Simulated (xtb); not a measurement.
A geometry relaxed with GFN2-xTB in xtb, charge 0, multiplicity 1:

```xyz
6

H     -0.8377    -0.4419     0.9389
C      0.9490    -0.0088    -0.0180
N      2.0913    -0.0193    -0.0397
H     -0.8429     1.0319    -0.0559
H     -0.8725    -0.5665    -0.8346
C     -0.4872     0.0045     0.0092
```

Q: Write the SMILES of this molecule.

A: `CC#N`
